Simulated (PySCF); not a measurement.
# BH2Cl (SMILES BCl) at NEVPT2(12,10)/STO-3G

What is the vertical ionisation energy of BH2Cl at NEVPT2(12,10)/STO-3G? Input form: a Python script.

Program for the calculation: PySCF 2.14.0.

10 further runs of the same task are left out: 10 set aside as unsound or not needed.

### Step 1. The system as given

BH2Cl has 4 atoms, charge 0, and is taken as a singlet. As SMILES, `BCl`. Geometry: relaxed at PBE0-D4/def2-TZVP.

Bond lengths: B1–Cl2 1.733 Å, B1–H3 1.190 Å, B1–H4 1.190 Å. Angles: Cl2–B1–H3 118.1°, Cl2–B1–H4 118.1°, H3–B1–H4 123.7°.

### Step 2. A single-point energy at NEVPT2(12,10)/STO-3G

The input, calc.py:

```python
import numpy
from pyscf import gto, scf, mp, mcscf, mrpt

mol = gto.M(
    atom='B -0.116700 0.021700 -0.075300; Cl 1.365000 -0.395300 0.721200; H -1.106200 -0.559500 0.240400; H -0.086600 0.872800 -0.906600',
    max_memory=1860,
    basis='sto-3g',
    verbose=3,
)

myscf = mol.RHF()
myscf.conv_tol = 1e-10
myscf.kernel()
if not myscf.converged:
    myscf = myscf.newton().run(myscf.mo_coeff, myscf.mo_occ)

pt = mp.MP2(scf.addons.convert_to_uhf(myscf)).run()
noons, natorbs = mcscf.addons.make_natural_orbitals(pt)
print('natural occupations', numpy.round(noons[:40], 4))
cas = mcscf.CASSCF(myscf, 10, 12)
cas.fix_spin_(ss=0.0)
cas.natorb = True
cas.kernel(natorbs)
e_pt2 = mrpt.NEVPT(cas).kernel()
etot = cas.e_tot + e_pt2
print('Final energy', etot)
```

On the command line:

```sh
OMP_NUM_THREADS=1 python calc.py
```

Standard output:

```text
converged SCF energy = -480.128634949021
E(UMP2) = -480.173307396669  E_corr = -0.0446724476474794
E(SCS-UMP2) = -480.177985009886  E_corr = -0.0493500608644605
natural occupations [2.     2.     2.     2.     2.     1.9999 1.9996 1.999  1.9928 1.9895
 1.9894 1.9883 0.0127 0.0099 0.0096 0.0093]
CASSCF energy = -480.189678941159
CASCI E = -480.189678941159  E(CI) = -30.7358142406701  S^2 = 0.0000000
Sr    (-1)',   E = -0.00000000000000
Si    (+1)',   E = -0.00026903938212
Sijrs (0)  ,   E = 0.00000000000000
Sijr  (+1) ,   E = -0.00000000000000
Srsi  (-1) ,   E = -0.00000000000000
Srs   (-2) ,   E = 0.00000000000000
Sij   (+2) ,   E = -0.00025448449468
Sir   (0)' ,   E = -0.00000000000000
Nevpt2 Energy = -0.000523523876794
Final energy -480.1902024650358
```

Run time: 25 s. Hardware: 1 thread of Arm Neoverse V1, shared host; peak memory 0.16 GiB.

### Step 3. The doublet cation

The input, run.py:

```python
import numpy
from pyscf import gto, scf, mp, mcscf, mrpt

mol = gto.M(
    atom=[
    ('B', (-0.116700, 0.021700, -0.075300)),
    ('Cl', (1.365000, -0.395300, 0.721200)),
    ('H', (-1.106200, -0.559500, 0.240400)),
    ('H', (-0.086600, 0.872800, -0.906600)),
],
    charge=1,
    max_memory=1860,
    verbose=3,
    basis='sto-3g',
    spin=1,
)

calc0 = mol.ROHF()
calc0.conv_tol = 1e-10
calc0.kernel()
if not calc0.converged:
    calc0 = calc0.newton().run(calc0.mo_coeff, calc0.mo_occ)

pt = mp.MP2(scf.addons.convert_to_uhf(calc0)).run()
noons, natorbs = mcscf.addons.make_natural_orbitals(pt)
print('natural occupations', numpy.round(noons[:40], 4))
cas = mcscf.CASSCF(calc0, 10, 11)
cas.fix_spin_(ss=0.75)
cas.natorb = True
cas.kernel(natorbs)
e_pt2 = mrpt.NEVPT(cas).kernel()
e_final = cas.e_tot + e_pt2
print('E = %.10f Eh' % e_final)
```

On the command line:

```sh
OMP_NUM_THREADS=1 python run.py
```

Standard output:

```text
converged SCF energy = -479.758264910861
E(UMP2) = -479.800340113661  E_corr = -0.0420752027990143
E(SCS-UMP2) = -479.804195756412  E_corr = -0.0459308455508623
natural occupations [2.     2.     2.     2.     2.     1.9999 1.9995 1.9962 1.9909 1.9877
 1.9874 1.0029 0.0113 0.0087 0.0084 0.007 ]
CASSCF energy = -479.822867163439
CASCI E = -479.822867163439  E(CI) = -30.3133409693665  S^2 = 0.7500000
Sr    (-1)',   E = -0.00000000000000
Si    (+1)',   E = -0.00030934919232
Sijrs (0)  ,   E = 0.00000000000000
Sijr  (+1) ,   E = -0.00000000000000
Srsi  (-1) ,   E = -0.00000000000000
Srs   (-2) ,   E = 0.00000000000000
Sij   (+2) ,   E = -0.00029402275198
Sir   (0)' ,   E = -0.00000000000000
Nevpt2 Energy = -0.000603371944297
E = -479.8234705354 Eh
```

Run time: 30 s. Hardware: 1 thread of Arm Neoverse V1, shared host; peak memory 0.17 GiB.

### Step 4. Results

At NEVPT2(12,10)/STO-3G:

```
                                            quantity          value
                         singlet BH2Cl: total energy  -480.19020 Eh
 singlet BH2Cl: dipole moment (Hartree–Fock density)         1.50 D
  singlet BH2Cl: HOMO energy (Hartree–Fock orbitals)      -10.58 eV
  singlet BH2Cl: LUMO energy (Hartree–Fock orbitals)        5.63 eV
singlet BH2Cl: HOMO–LUMO gap (Hartree–Fock orbitals)       16.21 eV
                        doublet cation: total energy  -479.82347 Eh
  vertical ionisation energy (to the doublet cation)       9.979 eV
```

**Reading.** The vertical ionisation energy comes to 9.98 eV (963 kJ/mol). In a minimal basis such a difference can be off by several eV, whatever the method. Mulliken charges (singlet BH2Cl) of the mean-field density run from -0.22 on Cl2 to +0.29 on B1.
